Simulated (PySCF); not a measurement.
# H3PO (SMILES O=[PH3]): FCI/STO-3G

Aim: the energy change on altering one bond length of H3PO at FCI/STO-3G, from 2 runs. Input form: a Python script.

The calculation is run with PySCF 2.14.0.

8 further runs of the same task are left out: 8 set aside as unsound or not needed.

## Step 1: Starting point

H3PO: 5 atoms, total charge 0, spin state singlet. As SMILES, `O=[PH3]`. The coordinates come from a GFN2-xTB relaxation.

Bond lengths: O1–P2 1.453 Å, P2–H3 1.388 Å, P2–H4 1.387 Å, P2–H5 1.387 Å. Angles: O1–P2–H3 115.2°, O1–P2–H4 115.3°, O1–P2–H5 115.2°, H3–P2–H4 103.2°, H3–P2–H5 103.0°, H4–P2–H5 103.2°.

## Step 2: A single-point energy at FCI/STO-3G

File input.py:

```python
from pyscf import gto, scf, mcscf
from pyscf import fci

mol = gto.M(
    atom=[
    ('O', (-1.381960, -0.328270, 0.532950)),
    ('P', (-0.058510, -0.014650, 0.022530)),
    ('H', (0.807060, 0.564860, 0.939400)),
    ('H', (0.663660, -1.098320, -0.454890)),
    ('H', (-0.030250, 0.876380, -1.039990)),
],
    verbose=4,
    max_memory=1860,
    basis='sto-3g',
)

mf = scf.RHF(mol)
mf.conv_tol = 1e-10
mf.kernel()
if not mf.converged:
    mf = mf.newton().run(mf.mo_coeff, mf.mo_occ)

cas = mcscf.CASCI(mf, mf.mo_coeff.shape[-1] - 6, (mol.nelec[0] - 6, mol.nelec[1] - 6))  # full CI above the frozen core
cas.fcisolver = fci.direct_spin0.FCI(mol)  # even spin states alone
cas.kernel()
print('<S^2> = %.4f' % cas.fcisolver.spin_square(cas.ci, cas.ncas, cas.nelecas)[0])
energy = cas.e_tot
print('Final energy', energy)
```

Launch:

```sh
$ OMP_NUM_THREADS=1 python input.py
```

Output:

```text
PySCF version 2.14.0

[INPUT] num. atoms = 5
[INPUT] num. electrons = 26
[INPUT] charge = 0
[INPUT] spin (= nelec alpha-beta = 2S) = 0
[INPUT] symmetry False subgroup None
[INPUT] Mole.unit = angstrom
[INPUT] Symbol           X                Y                Z      unit          X                Y                Z       unit  Magmom
[INPUT]  1 O     -1.381960000000  -0.328270000000   0.532950000000 AA   -2.611525915104  -0.620340394911   1.007129538087 Bohr   0.0
[INPUT]  2 P     -0.058510000000  -0.014650000000   0.022530000000 AA   -0.110567875548  -0.027684487725   0.042575529586 Bohr   0.0
[INPUT]  3 H      0.807060000000   0.564860000000   0.939400000000 AA    1.525122366091   1.067430698722   1.775208721416 Bohr   0.0
[INPUT]  4 H      0.663660000000  -1.098320000000  -0.454890000000 AA    1.254135639829  -2.075523997132  -0.859617516803 Bohr   0.0
[INPUT]  5 H     -0.030250000000   0.876380000000  -1.039990000000 AA   -0.057164215268   1.656118181046  -1.965296272286 Bohr   0.0

nuclear repulsion = 66.9030014571881
number of shells = 11
number of NR pGTOs = 51
number of NR cGTOs = 17
basis = sto-3g
ecp = {}

******** <class 'pyscf.scf.hf.RHF'> ********
method = RHF
initial guess = minao
damping factor = 0
level_shift factor = 0
DIIS = <class 'pyscf.scf.diis.CDIIS'>
diis_start_cycle = 1
diis_space = 8
diis_damp = 0
SCF conv_tol = 1e-10
SCF conv_tol_grad = None
SCF max_cycles = 50
direct_scf = True
direct_scf_tol = 1e-13
Set gradient conv threshold to 1e-05
Initial guess from minao.
init E= -412.518084126619
  HOMO = -0.35268705010055  LUMO = 0.345321144915816  gap/eV = 18.99377
cycle= 1 E= -412.17469271069  delta_E= 0.343  |g|= 0.581  |ddm|=  2.6
  HOMO = -0.0495076857192367  LUMO = 0.412522055813678  gap/eV = 12.57247
cycle= 2 E= -412.278900444313  delta_E= -0.104  |g|= 0.386  |ddm|= 1.81
  HOMO = -0.231553807358222  LUMO = 0.474763057281589  gap/eV = 19.21986
cycle= 3 E= -412.329869415654  delta_E= -0.051  |g|= 0.0416  |ddm|= 0.672
  HOMO = -0.250251029796046  LUMO = 0.480771591849799  gap/eV = 19.89214
cycle= 4 E= -412.331346348562  delta_E= -0.00148  |g|= 0.0105  |ddm|= 0.15
  HOMO = -0.246107888474122  LUMO = 0.479937637434583  gap/eV = 19.75671
cycle= 5 E= -412.331459307512  delta_E= -0.000113  |g|= 0.00103  |ddm|= 0.0537
  HOMO = -0.245980260925843  LUMO = 0.480005207404166  gap/eV = 19.75507
cycle= 6 E= -412.331460041525  delta_E= -7.34e-07  |g|= 0.000118  |ddm|= 0.00445
  HOMO = -0.246105971278617  LUMO = 0.479987411352412  gap/eV = 19.75801
cycle= 7 E= -412.331460051507  delta_E= -9.98e-09  |g|= 1.91e-05  |ddm|= 0.00044
  HOMO = -0.246102501492784  LUMO = 0.479986577728125  gap/eV = 19.75789
cycle= 8 E= -412.3314600518  delta_E= -2.93e-10  |g|= 1.4e-06  |ddm|= 8.75e-05
  HOMO = -0.246102261119244  LUMO = 0.479986896049192  gap/eV = 19.75789
cycle= 9 E= -412.3314600518  delta_E=    0  |g|= 1.83e-07  |ddm|= 3.69e-06
  HOMO = -0.246102355048055  LUMO = 0.479986899006474  gap/eV = 19.75789
Extra cycle  E= -412.3314600518  delta_E=    0  |g|= 8.29e-08  |ddm|= 5.07e-07
converged SCF energy = -412.3314600518

******** <class 'pyscf.mcscf.casci.CASCI'> ********
CAS (7e+7e, 11o), ncore = 6, nvir = 0
natorb = False
canonicalization = True
sorting_mo_energy = False
******** <class 'pyscf.fci.direct_spin0.FCISolver'> ********
max. cycles = 100
conv_tol = 1e-10
davidson only = False
linear dependence = 1e-14
level shift = 0.001
max iter space = 12
nroots = 1
pspace_size = 400
spin = None
Density matrix diagonal elements [1.99382944 1.98715295 1.97784801 1.97783456 1.96658029 1.96065876
 1.96052102 0.03848487 0.05080171 0.05063072 0.03565768]
CASCI converged
CASCI E = -412.447214472009  E(CI) = -44.6254942584438  S^2 = 0.0000000
<S^2> = 0.0000
Final energy -412.44721447200914
```

It took 1.8 s on 1 thread of Arm Neoverse V2, shared host; peak memory 0.14 GiB.

## Step 3: The distorted shape, same level

File run.py:

```python
from pyscf import gto, scf, mcscf
from pyscf import fci

mol = gto.Mole()
mol.atom = '''
O       -2.043698      -0.485083       0.788165
P       -0.058510      -0.014650       0.022530
H        0.807060       0.564860       0.939400
H        0.663660      -1.098320      -0.454890
H       -0.030250       0.876380      -1.039990
'''
mol.verbose = 3
mol.max_memory = 1860
mol.spin = 0
mol.basis = 'sto-3g'
mol.build()

mf = scf.RHF(mol)
mf.conv_tol = 1e-10
mf.kernel()
if not mf.converged:
    mf = mf.newton().run(mf.mo_coeff, mf.mo_occ)

cas = mcscf.CASCI(mf, mf.mo_coeff.shape[-1] - 6, (mol.nelec[0] - 6, mol.nelec[1] - 6))  # full CI above the frozen core
cas.fcisolver = fci.direct_spin0.FCI(mol)  # even spin states alone
cas.kernel()
print('<S^2> = %.4f' % cas.fcisolver.spin_square(cas.ci, cas.ncas, cas.nelecas)[0])
etot = cas.e_tot
print(f'total energy: {etot:.8f} hartree')
```

Launch:

```sh
$ OMP_NUM_THREADS=1 python run.py
```

Output:

```text
converged SCF energy = -412.325964495505
CASCI E = -412.415206194487  E(CI) = -40.1122263415783  S^2 = 0.0000000
<S^2> = 0.0000
total energy: -412.41520619 hartree
```

It took 1.8 s on 1 thread of Arm Neoverse V2, shared host; peak memory 0.14 GiB.

## Step 4: Summary of results

Level: FCI/STO-3G, 6 core orbitals frozen.

```
                                                         quantity          value
                                        first shape: total energy  -412.44721 Eh
                first shape: dipole moment (Hartree–Fock density)         3.60 D
                 first shape: HOMO energy (Hartree–Fock orbitals)       -6.70 eV
                 first shape: LUMO energy (Hartree–Fock orbitals)       13.06 eV
               first shape: HOMO–LUMO gap (Hartree–Fock orbitals)       19.76 eV
         first shape: correlation energy (6 core orbitals frozen)     -115.8 mEh
                                    distorted shape: total energy  -412.41521 Eh
            distorted shape: dipole moment (Hartree–Fock density)         3.17 D
             distorted shape: HOMO energy (Hartree–Fock orbitals)       -7.64 eV
             distorted shape: LUMO energy (Hartree–Fock orbitals)       10.49 eV
           distorted shape: HOMO–LUMO gap (Hartree–Fock orbitals)       18.13 eV
     distorted shape: correlation energy (6 core orbitals frozen)      -89.2 mEh
energy change with the O1–P2 bond stretched from 1.453 to 2.179 Å       0.871 eV
```

What this shows: With the O1–P2 bond stretched from 1.453 to 2.179 Å the energy rises by 0.87 eV (20.1 kcal/mol). The first shape isn't relaxed at this level, so the change isn't measured from a minimum. The minimal basis adds a large error of its own.
